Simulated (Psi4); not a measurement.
**CH3BCl (SMILES C[B]Cl): UCCSD/aug-cc-pVDZ**

What is the vertical ionisation energy of CH3BCl at UCCSD/aug-cc-pVDZ? 

The results are computed with Psi4 1.11.

1 further run of the same task is left out (set aside as unsound or not needed).

## Step 1: The molecule

CH3BCl: 6 atoms, total charge 0, spin state doublet. As SMILES, `C[B]Cl`. Geometry: relaxed at PBE0-D4/def2-TZVP.

Bond lengths: C1–B2 1.544 Å, B2–Cl3 1.727 Å, C1–H4 1.099 Å, C1–H5 1.095 Å, C1–H6 1.091 Å. Angles: C1–B2–Cl3 126.1°, B2–C1–H4 106.5°, B2–C1–H5 113.2°, B2–C1–H6 113.0°, H4–C1–H5 107.2°, H4–C1–H6 106.6°, H5–C1–H6 109.9°.

## Step 2: The energy at UCCSD/aug-cc-pVDZ

Input file ch3bcl.xyz:

```xyz
6
CH3BCl
C     -0.289900     0.325200    -0.312400
B      0.195300    -1.059500     0.167700
Cl     1.467800    -1.355700     1.297800
H     -1.073500     0.641700     0.390700
H      0.494200     1.088800    -0.289700
H     -0.752000     0.295400    -1.300400
```

Input file run.py:

```python
import psi4

psi4.set_memory('2200 MB')
psi4.set_num_threads(1)
psi4.set_output_file('run.log', False)

with open('ch3bcl.xyz') as f:
    atoms = ''.join(f.readlines()[2:])
m = psi4.geometry('0 2\n' + atoms + 'symmetry c1')

options = {'reference': 'uhf', 'puream': True, 'e_convergence': 1e-09, 'd_convergence': 1e-08, 'scf_type': 'pk', 'num_frozen_docc': 7, 'maxiter': 100}
psi4.set_options(options)

e_tot, wfn = psi4.energy("ccsd/aug-cc-pVDZ", return_wfn=True)
print(f'total energy {e_tot:.8f} hartree = {e_tot * 27.211386:.5f} eV')
```

On the command line:

```sh
$ python run.py
```

run.log:

```text
[...]
  Running in c1 symmetry.
[...]
  Nuclear repulsion =   76.029351716677795
[...]
  Multiplicity = 2
[...]
  Nalpha       = 16
  Nbeta        = 15
[...]
    Number of basis functions: 100
[...]
   @UHF iter   1:  -523.69367540339874   -5.36833e-01   4.03184e-03 DIIS/ADIIS
[...]
   @UHF iter  15:  -523.79764878669869   -1.19371e-11   6.53769e-09 DIIS
[...]
   @S^2 Observed:                7.543010133E-01
[...]
    Orbital Energies [Eh]
    ---------------------
    Alpha Occupied:
       1A   -104.839827     2A    -11.226467     3A    -10.568538
       4A     -8.036244     5A     -8.033385     6A     -8.032973
       7A     -7.680125     8A     -1.126995     9A     -0.974276
      10A     -0.663179    11A     -0.588151    12A     -0.571213
      13A     -0.544663    14A     -0.487284    15A     -0.484071
      16A     -0.332751
    Alpha Virtual:
      17A      0.036053    18A      0.048082    19A      0.051587
      20A      0.055215    21A      0.069300    22A      0.080173
      23A      0.099029    24A      0.101269    25A      0.141978
[...]
  @UHF Final Energy:  -523.79764878669869
   => Energetics <=
    Nuclear Repulsion Energy =             76.0293517166777946
    One-Electron Energy =                -871.7417343404626990
    Two-Electron Energy =                 271.9147338370862599
    Total Energy =                       -523.7976487866986872
  UHF NO Occupations:
  HONO-2 :   14  A 1.9996467
  HONO-1 :   15  A 1.9987229
[...]
 Multipole Moments:
 ------------------------------------------------------------------------------------
     Multipole            Electronic (a.u.)      Nuclear  (a.u.)        Total (a.u.)
 ------------------------------------------------------------------------------------
 L = 1.  Multiply by 2.5417464519 to convert [e a0] to [Debye]
 Dipole X            :          3.2499544           -3.5303973           -0.2804429
 Dipole Y            :         -4.5204881            4.9722252            0.4517371
 Dipole Z            :          2.8807940           -3.1260542           -0.2452602
 Magnitude           :                                                    0.5855486
[...]
      * MP2 total energy                      = -524.155297652526997
[...]
      * CCSD total energy                     = -524.191704450947100
```

Standard output:

```text
total energy -524.19170445 hartree = -14263.98281 eV
```

It took 71 s on 1 thread of Intel Xeon 6975P-C (Granite Rapids), shared host; peak memory 0.97 GiB.

## Step 3: The singlet cation, same level

Input file input.inp:

```
memory 2200 mb

molecule molecule1 {
  1 1
  C     -0.289900     0.325200    -0.312400
  B      0.195300    -1.059500     0.167700
  Cl     1.467800    -1.355700     1.297800
  H     -1.073500     0.641700     0.390700
  H      0.494200     1.088800    -0.289700
  H     -0.752000     0.295400    -1.300400
  symmetry c1
}

set {
  basis           aug-cc-pVDZ
  puream          true
  e_convergence   1e-09
  d_convergence   1e-08
  scf_type        pk
  num_frozen_docc 7
}

result, w = energy('ccsd', return_wfn=True)
```

On the command line:

```sh
$ psi4 -n 1 input.inp input.out
```

input.out:

```text
[...]
  Running in c1 symmetry.
[...]
  Nuclear repulsion =   76.029351716677795
[...]
  Multiplicity = 1
[...]
  Nalpha       = 15
  Nbeta        = 15
[...]
    Number of basis functions: 100
[...]
   @RHF iter   1:  -523.39993999885940   -2.43097e-01   4.04043e-03 ADIIS/DIIS
[...]
   @RHF iter  12:  -523.50757274817806   -5.00222e-12   4.98736e-09 DIIS
[...]
    Orbital Energies [Eh]
    ---------------------
    Doubly Occupied:
       1A   -105.117729     2A    -11.469625     3A    -10.842135
       4A     -8.309139     5A     -8.306275     6A     -8.306257
       7A     -8.036239     8A     -1.383394     9A     -1.209608
      10A     -0.901767    11A     -0.809996    12A     -0.799327
      13A     -0.788265    14A     -0.731124    15A     -0.720209
[...]
  @RHF Final Energy:  -523.50757274817806
   => Energetics <=
    Nuclear Repulsion Energy =             76.0293517166777946
    One-Electron Energy =                -863.6116700350137307
    Two-Electron Energy =                 264.0747455701579156
    Total Energy =                       -523.5075727481780632
[...]
 Multipole Moments:
 ------------------------------------------------------------------------------------
     Multipole            Electronic (a.u.)      Nuclear  (a.u.)        Total (a.u.)
 ------------------------------------------------------------------------------------
 L = 1.  Multiply by 2.5417464519 to convert [e a0] to [Debye]
 Dipole X            :          2.3938575           -3.5303973           -1.1365398
 Dipole Y            :         -4.7816453            4.9722252            0.1905799
 Dipole Z            :          2.1727183           -3.1260542           -0.9533359
 Magnitude           :                                                    1.4956245
[...]
      * MP2 total energy                      = -523.865076126360691
[...]
      * CCSD total energy                     = -523.899352650576816
[...]
```

Wall time 22 s (1 thread of Intel Xeon 6975P-C (Granite Rapids), shared host); peak memory 1 GiB.

## Step 4: Outcome

At UCCSD/aug-cc-pVDZ, 7 core orbitals frozen:

```
                                                                  quantity          value
                                              doublet CH3BCl: total energy  -524.19170 Eh
doublet CH3BCl: HOMO energy (Hartree–Fock orbitals) (highest over α and β)       -9.05 eV
 doublet CH3BCl: LUMO energy (Hartree–Fock orbitals) (lowest over α and β)        0.81 eV
               doublet CH3BCl: correlation energy (7 core orbitals frozen)     -394.1 mEh
                         doublet CH3BCl: ⟨S²⟩ of the reference determinant          0.754
                                             doublet CH3BCl: T1 diagnostic          0.020
                                              singlet cation: total energy  -523.89935 Eh
                       singlet cation: HOMO energy (Hartree–Fock orbitals)      -19.60 eV
                       singlet cation: LUMO energy (Hartree–Fock orbitals)       -6.63 eV
                     singlet cation: HOMO–LUMO gap (Hartree–Fock orbitals)       12.96 eV
               singlet cation: correlation energy (7 core orbitals frozen)     -391.8 mEh
                                             singlet cation: T1 diagnostic          0.020
                        vertical ionisation energy (to the singlet cation)       7.955 eV
```

In words: Removing an electron at fixed nuclei costs 7.96 eV (183 kcal/mol). Only the singlet of the ionised species was computed; a triplet could lie lower. The T1 diagnostic (singlet cation) of 0.020 is above the customary mark for such species, so a single reference may not serve.
